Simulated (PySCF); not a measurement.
Consider methyl acetate, `COC(C)=O` (C3H6O2). Non-hydrogen atoms are numbered in `[CH3:1][O:2][C:3]([CH3:4])=[O:5]`.

These are calculated values, ωB97X-D3(BJ)/ma-def2-TZVP in PySCF (grid level 2) at geometries from PBE0-D3(BJ)/def2-SVP. The prefix ma- adds one diffuse s and one diffuse p function on all atoms but H. ωB97X-D3(BJ) is ωB97X-V with D3(BJ) in place of VV10. Thermal corrections: PBE0-D3(BJ)/def2-SVP frequencies, unscaled, ideal gas at 298.15 K and 1 bar, quasi-RRHO entropy.

What are the vertical and the adiabatic ionisation energy for forming the radical cation?

10.53 eV vertical and 10.11 eV adiabatic, the latter with zero-point energy.

Where does the unpaired spin of the relaxed radical cation sit?

O5 (carboxyl C=O oxygen) 0.92, C4 (carbon α to the carbonyl-type group) 0.08 (intrinsic atomic orbital populations).

What oxidation potential follows in THF (IEF-PCM), given that Fc+/Fc comes at 4.74 V absolute with this functional and basis?

In the gas phase ΔG of oxidation is 10.091 eV, and solvation is -18.5 kJ/mol for the parent and -217.3 kJ/mol for the product, so the absolute potential is 8.03 V, or 3.29 V against Fc+/Fc. Fc+/Fc in THF, 4.74 V, is ωB97X-D3(BJ)/ma-def2-TZVP on PBE0-D3(BJ)/def2-SVP structures with GFN2-xTB thermal terms. Benchmark calculations put it near 5.0 V in acetonitrile and DMSO, so it is about 0.3 V low, and the value against it can read up to that much too high. The solvent is electrostatics only, on gas-phase structures; the absolute scale refers to an electron at rest in vacuum.

How far is −ε(HOMO) from the vertical value by ΔSCF?

−ε(HOMO) = 10.58 eV, which is 0.05 eV above the ΔSCF value.
